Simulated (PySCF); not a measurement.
Compound: CH5SSi (charge -1).
Cartesian coordinates in Å at the PBE0-D3(BJ)/def2-SVP level; atoms count from 1:
```xyz
8
CH5SSi angstrom
C     -1.4339   -0.1255    0.0774
S      0.0003   -0.1159   -1.0401
Si     1.6723    0.3257    0.4355
H     -1.4688   -1.0335    0.7038
H     -2.3575   -0.0901   -0.5261
H     -1.4164    0.7456    0.7528
H      2.5446   -0.9181    0.1174
H      2.4685    1.2213   -0.5453
```

Computed with PySCF at PBE0/pcSseg-1, non-relativistic, on one gas-phase PBE0-D3(BJ)/def2-SVP geometry that isn't relaxed in the solvent. The solvent is an IEF-PCM continuum (cavity from Bondi-type radii × 1.2). The model holds no explicit solvent molecules, cavitation or dispersion.

```csv
run,E − E(gas) (kcal/mol),HOMO (eV),HOMO–LUMO gap (eV)
gas,0.00,-0.25,5.42
P,-27.52,-2.61,5.61
Q,-49.51,-4.46,5.74
```

Question: The runs were made in cyclohexane and dichloromethane. Which run belongs to which solvent?

Answer: P = cyclohexane, Q = dichloromethane. The dielectric constants are 2.017 (cyclohexane), 8.93 (dichloromethane), and the energy falls further as ε rises. In this model the ground state sees the solvent through ε alone.

Question: How constant is the ratio of the lowering to 1 − 1/ε?

Answer: 
```
        solvent  1 − 1/ε  E − E(gas) (kcal/mol)  ratio (kcal/mol)  polarisation term (kcal/mol)
    cyclohexane    0.504                 -27.52             -54.6                        -27.77
dichloromethane    0.888                 -49.51             -55.8                        -50.60
```

The ratio changes by +2.1 % in size from cyclohexane to dichloromethane. The polarisation term is half the interaction of the solute with the induced surface charges.
